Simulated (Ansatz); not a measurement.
# AlCl2: the cost of one run

The runs use Ansatz 0.2.0, Gaussian basis; def2-TZVPP, core rule «outside noble gas», up to 15 orbitals frozen.

Plan: UHF; ROHF; CCSD(T) on UHF.

2 further runs of the same task are left out: 2 set aside as unsound or not needed.

### 1 The system

The geometry is a PBE0/def2-TZVP stationary point (not a proven minimum) of the parent state, kept for this charge and spin.

3 atoms, charge 1, spin multiplicity 3.

Atoms are counted from 1 here; the program's logs count them from 0.

Bond lengths: Al1–Cl2 2.103 Å, Al1–Cl3 2.103 Å. Angles: Cl2–Al1–Cl3 119.0°.

Coordinates:

```
Al    0.00000   -0.77339    0.00000
Cl    0.00000    0.29429   -1.81134
Cl    0.00000    0.29429    1.81134
```

### 2 UHF

Input file in.yaml:

```yaml
crystal:
  periodic: [false, false, false]
  atoms:
    - {symbol: Al, position_ang: [0.000000, -0.773386, 0.000000]}
    - {symbol: Cl, position_ang: [0.000000, 0.294293, -1.811338]}
    - {symbol: Cl, position_ang: [0.000000, 0.294293, 1.811338]}
basis:
  gaussian: {orbitals: def2-TZVPP}
total_charge: 1
magnetization: {spin_polarized: true, initial_magnetization: 2}
hamiltonian: {xc: hf}
output: {orbitals: {seedname: orbitals}}
```

Launch:

```bash
$ ansatz run in.yaml --threads 1 --pin off --events-out ev --progress --plain --max-ram 4096MiB --backend cpu
```

What time and memory should one allow on 1 thread of AMD EPYC 7R13, shared host?

About 25 s, with a peak of 0.43 GiB.
